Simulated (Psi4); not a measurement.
**triplet NO+ at 3 levels**

Aim: a comparison of 3 runs (UB3LYP/aug-cc-pVTZ, UBHLYP/aug-cc-pVTZ, UCAM-B3LYP/aug-cc-pVTZ) of triplet NO+. 

Program for the calculation: Psi4 1.11.

## (1) The structure to begin with

NO+: 2 atoms, total charge +1, spin state triplet. SMILES of the parent species: `N#[O+]`. The bond length is the one measured for the parent species. That shape belongs to the parent species and isn't relaxed for this state.

Bond lengths: N1–O2 1.063 Å.

## (2) Energy and gradient at UB3LYP/aug-cc-pVTZ (run 1)

job.inp reads:

```
memory 1600 mb

molecule molecule1 {
  1 3
  N      0.000000     0.000000     0.000000
  O      0.000000     0.000000     1.063220
  symmetry c1
}

set reference uks
set puream true
set e_convergence 1e-09
set d_convergence 1e-08
set scf_type pk
set dft_radial_points 99
set dft_spherical_points 590
set maxiter 100

energy_value, wavefunction = gradient("b3lyp/aug-cc-pVTZ", return_wfn=True)
oeprop(wavefunction, "WIBERG_LOWDIN_INDICES", "DIPOLE", "MAYER_INDICES", title="B3LYP")
```

The run is started by

```sh
$ psi4 -n 1 job.inp job.out
```

job.out:

```text
[...]
  Running in c1 symmetry.
[...]
  Nuclear repulsion =   27.871864522413048
[...]
  Multiplicity = 3
[...]
  Nalpha       = 8
  Nbeta        = 6
[...]
    Number of basis functions: 92
[...]
   @UKS iter   1:  -129.28137823233814    4.49964e-01   2.70459e-03 ADIIS/DIIS
[...]
   @UKS iter  12:  -129.30728846145510   -5.37170e-12   5.78649e-09 DIIS
[...]
   @S^2 Observed:                2.009726780E+00
[...]
    Orbital Energies [Eh]
    ---------------------
    Alpha Occupied:
       1A    -19.731435     2A    -14.971108     3A     -1.765165
       4A     -1.136772     5A     -1.006574     6A     -0.994308
       7A     -0.976216     8A     -0.630229
    Alpha Virtual:
       9A     -0.512201    10A     -0.190204    11A     -0.139270
      12A     -0.133654    13A     -0.133549    14A     -0.068820
      15A     -0.041807    16A     -0.038260    17A      0.029978
      18A      0.036595    19A      0.037503    20A      0.101596
      21A      0.188474    22A      0.191062    23A      0.228639
      24A      0.229111    25A      0.229772    26A      0.264691
[...]
  @UKS Final Energy:  -129.30728846145510
   => Energetics <=
    Nuclear Repulsion Energy =             27.8718645224130483
    One-Electron Energy =                -225.1445719938518266
    Two-Electron Energy =                  80.1383542453388031
    DFT Exchange-Correlation Energy =     -12.1729352353551334
    Empirical Dispersion Energy =           0.0000000000000000
    VV10 Nonlocal Energy =                  0.0000000000000000
    Total Energy =                       -129.3072884614551015
[...]
  -Total Gradient:
     Atom            X                  Y                   Z
    ------   -----------------  -----------------  -----------------
       1        0.000000000000    -0.000000000000     0.251238358066
       2        0.000000000000     0.000000000000    -0.251238340989
[...]
 Multipole Moments:
 ------------------------------------------------------------------------------------
     Multipole            Electronic (a.u.)      Nuclear  (a.u.)        Total (a.u.)
 ------------------------------------------------------------------------------------
 L = 1.  Multiply by 2.5417464519 to convert [e a0] to [Debye]
 Dipole X            :          0.0000000            0.0000000            0.0000000
 Dipole Y            :          0.0000000            0.0000000            0.0000000
 Dipole Z            :         -0.5762985            0.0040314           -0.5722671
 Magnitude           :                                                    0.5722671
[...]
```

Run time: 9.9 s. Hardware: 1 thread of Intel Xeon 6975P-C (Granite Rapids), shared host; peak memory 0.66 GiB.

## (3) Energy and gradient at UBHLYP/aug-cc-pVTZ (run 2)

job.json reads:

```json
{
 "schema_name": "qcschema_input",
 "schema_version": 1,
 "molecule": {
  "schema_name": "qcschema_molecule",
  "schema_version": 2,
  "symbols": ["N", "O"],
  "geometry": [0.0, 0.0, 0.0, 0.0, 0.0, 2.00919461],
  "molecular_charge": 1,
  "molecular_multiplicity": 3,
  "fix_symmetry": "c1",
  "fix_com": true,
  "fix_orientation": true
 },
 "driver": "gradient",
 "model": {
  "method": "bhhlyp",
  "basis": "aug-cc-pVTZ"
 },
 "keywords": {
  "reference": "uks",
  "puream": true,
  "e_convergence": 1e-09,
  "d_convergence": 1e-08,
  "scf_type": "pk",
  "dft_radial_points": 99,
  "dft_spherical_points": 590,
  "maxiter": 100
 }
}
```

The run is started by

```sh
$ psi4 --qcschema job.json -n 1 --memory 1600MB
```

stdout:

```text
[...]
  Running in c1 symmetry.
[...]
  Nuclear repulsion =   27.871864537801041
[...]
  Multiplicity = 3
[...]
  Nalpha       = 8
  Nbeta        = 6
[...]
    Number of basis functions: 92
[...]
   @UKS iter   1:  -129.19483061955398    3.57599e-01   3.27303e-03 ADIIS/DIIS
[...]
   @UKS iter  14:  -129.24383587521919   -1.87583e-12   1.84618e-09 DIIS
[...]
   @S^2 Observed:                2.022404199E+00
[...]
    Orbital Energies [Eh]
    ---------------------
    Alpha Occupied:
       1A    -20.282646     2A    -15.468183     3A     -1.914124
       4A     -1.259911     5A     -1.114238     6A     -1.089151
       7A     -1.040153     8A     -0.719185
    Alpha Virtual:
       9A     -0.438597    10A     -0.164688    11A     -0.117976
      12A     -0.113159    13A     -0.112901    14A     -0.046640
      15A     -0.023031    16A     -0.019057    17A      0.055004
      18A      0.074073    19A      0.074566    20A      0.149862
      21A      0.221332    22A      0.224775    23A      0.267564
      24A      0.269742    25A      0.280190    26A      0.304124
[...]
  @UKS Final Energy:  -129.24383587521919
   => Energetics <=
    Nuclear Repulsion Energy =             27.8718645378010415
    One-Electron Energy =                -225.1091292139553843
    Two-Electron Energy =                  75.7685942362769964
    DFT Exchange-Correlation Energy =      -7.7751654353418251
    Empirical Dispersion Energy =           0.0000000000000000
    VV10 Nonlocal Energy =                  0.0000000000000000
    Total Energy =                       -129.2438358752191903
[...]
 Multipole Moments:
 ------------------------------------------------------------------------------------
     Multipole            Electronic (a.u.)      Nuclear  (a.u.)        Total (a.u.)
 ------------------------------------------------------------------------------------
 L = 1.  Multiply by 2.5417464519 to convert [e a0] to [Debye]
 Dipole X            :          0.0000000            0.0000000            0.0000000
 Dipole Y            :          0.0000000            0.0000000            0.0000000
 Dipole Z            :        -15.6860583           16.0735569            0.3874986
 Magnitude           :                                                    0.3874986
[...]
  -Total Gradient:
     Atom            X                  Y                   Z
    ------   -----------------  -----------------  -----------------
       1       -0.000000000000     0.000000000000     0.204881686887
       2       -0.000000000000     0.000000000000    -0.204881621460
[...]
```

The result, in JSON:

```text
{
 "driver": "gradient",
 "model": {
  "method": "bhhlyp",
  "basis": "aug-cc-pVTZ"
 },
 "success": true,
 "return_result": [-9.2261487119745e-16, 4.366917761468882e-15, 0.2048816868871815, -3.738823020050391e-14, 6.288250212115305e-14, -0.20488162146005207],
 "properties": {
  "calcinfo_nbasis": 92,
  "calcinfo_nmo": 92,
  "calcinfo_nalpha": 8,
  "calcinfo_nbeta": 6,
  "calcinfo_natom": 2,
  "nuclear_repulsion_energy": 27.87186453780104,
  "return_energy": -129.2438358752192,
  "return_gradient": [-9.2261487119745e-16, 4.366917761468882e-15, 0.2048816868871815, -3.738823020050391e-14, 6.288250212115305e-14, -0.20488162146005207],
  "scf_one_electron_energy": -225.10912921395538,
  "scf_two_electron_energy": 75.768594236277,
  "scf_xc_energy": -7.775165435341825,
  "scf_dipole_moment": [5.570327106769821e-15, 7.641730395142078e-16, 0.38749858664275294],
  "scf_total_energy": -129.2438358752192,
  "scf_total_gradient": [-9.2261487119745e-16, 4.366917761468882e-15, 0.2048816868871815, -3.738823020050391e-14, 6.288250212115305e-14, -0.20488162146005207],
  "scf_iterations": 14
 }
}
```

Run time: 11 s. Hardware: 1 thread of Intel Xeon 6975P-C (Granite Rapids), shared host; peak memory 0.66 GiB.

## (4) Energy and forces at UCAM-B3LYP/aug-cc-pVTZ (run 3)

no.inp reads:

```
memory 1.6 GB

molecule m {
  1 3
  N      0.000000     0.000000     0.000000
  O      0.000000     0.000000     1.063220
  symmetry c1
  no_reorient
  no_com
}

set basis aug-cc-pVTZ
set reference uks
set puream true
set e_convergence 1e-09
set d_convergence 1e-08
set scf_type pk
set dft_radial_points 99
set dft_spherical_points 590
set maxiter 100

result = gradient('cam-b3lyp')
print_variables()
```

The run is started by

```sh
$ psi4 -i no.inp -o no.out -n 1
```

no.out:

```text
[...]
  Running in c1 symmetry.
[...]
  Nuclear repulsion =   27.871864522413048
[...]
  Multiplicity = 3
[...]
  Nalpha       = 8
  Nbeta        = 6
[...]
    Number of basis functions: 92
[...]
   @UKS iter   1:  -129.22541051554842    3.61751e-01   2.89118e-03 DIIS/ADIIS
[...]
   @UKS iter  13:  -129.26123752857589   -1.33582e-12   2.59732e-09 DIIS
[...]
   @S^2 Observed:                2.011376754E+00
[...]
    Orbital Energies [Eh]
    ---------------------
    Alpha Occupied:
       1A    -19.801658     2A    -15.046940     3A     -1.844073
       4A     -1.212390     5A     -1.081075     6A     -1.065328
       7A     -1.044753     8A     -0.699654
    Alpha Virtual:
       9A     -0.448092    10A     -0.157901    11A     -0.112122
      12A     -0.108578    13A     -0.107059    14A     -0.042615
      15A     -0.018303    16A     -0.016886    17A      0.056464
      18A      0.081062    19A      0.081472    20A      0.147739
      21A      0.228086    22A      0.229501    23A      0.268498
      24A      0.269551    25A      0.274161    26A      0.306621
[...]
  @UKS Final Energy:  -129.26123752857589
   => Energetics <=
    Nuclear Repulsion Energy =             27.8718645224130483
    One-Electron Energy =                -225.1231039607347952
    Two-Electron Energy =                  79.1349557767464802
    DFT Exchange-Correlation Energy =     -11.1449538670006003
    Empirical Dispersion Energy =           0.0000000000000000
    VV10 Nonlocal Energy =                  0.0000000000000000
    Total Energy =                       -129.2612375285758901
[...]
 Multipole Moments:
 ------------------------------------------------------------------------------------
     Multipole            Electronic (a.u.)      Nuclear  (a.u.)        Total (a.u.)
 ------------------------------------------------------------------------------------
 L = 1.  Multiply by 2.5417464519 to convert [e a0] to [Debye]
 Dipole X            :          0.0000000            0.0000000            0.0000000
 Dipole Y            :         -0.0000000            0.0000000           -0.0000000
 Dipole Z            :        -15.6075724           16.0735569            0.4659845
 Magnitude           :                                                    0.4659845
[...]
  -Total Gradient:
     Atom            X                  Y                   Z
    ------   -----------------  -----------------  -----------------
       1        0.000000000000     0.000000000000     0.237849429176
       2       -0.000000000000     0.000000000000    -0.237849406169
[...]
```

Run time: 15 s. Hardware: 1 thread of Intel Xeon 6975P-C (Granite Rapids), shared host; peak memory 0.74 GiB.

## (5) All runs side by side

```csv
run,level,properties,energy (Eh),HOMO energy (eV),⟨S²⟩,largest force (eV/Å),wall time
1,UB3LYP/aug-cc-pVTZ,"(wiberg, dipole, mayer)",-129.307288,-17.15,2.010,12.919,9.9 s
2,UBHLYP/aug-cc-pVTZ,–,-129.243836,-19.57,2.022,10.535,11 s
3,UCAM-B3LYP/aug-cc-pVTZ,–,-129.261238,-19.04,2.011,12.231,15 s
```

## (6) Summary of results

```
                                 quantity          value
                      run 3: total energy  -129.26124 Eh
run 3: HOMO energy (highest over α and β)      -19.04 eV
                              run 3: ⟨S²⟩          2.011
          run 3: largest force on an atom    12.231 eV/Å
```

What this shows: Totals of different functionals can't be ranked against each other. All runs together took 35 s, the longest 15 s.
